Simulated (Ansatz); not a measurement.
Rock-salt BaTe, treated with r²SCAN (plane waves, PAW; Ansatz, a quantum-chemistry and plane-wave program).

Settings: plane-wave cutoff 600 eV, 8×8×8 k mesh, scalar-relativistic PAW data made under PBE.

Computed at the level's own relaxed cell.

```
CELL_PARAMETERS angstrom
      0.00000     3.53156     3.53156
      3.53156     0.00000     3.53156
      3.53156     3.53156     0.00000
ATOMIC_POSITIONS crystal
  Ba 0.00000 0.00000 0.00000
  Te 0.50000 0.50000 0.50000
```

Problem. Give the elastic tensor (Voigt notation, GPa, ions relaxed, in the Cartesian axes of the cell as printed).

Solution. 
```
   72.7     9.6     9.6     0.0     0.0     0.0
    9.6    72.7     9.6     0.0     0.0     0.0
    9.6     9.6    72.7     0.0     0.0     0.0
    0.0     0.0     0.0    12.1     0.0     0.0
    0.0     0.0     0.0     0.0    12.1     0.0
    0.0     0.0     0.0     0.0     0.0    12.1
```

Computed values are for the static lattice.
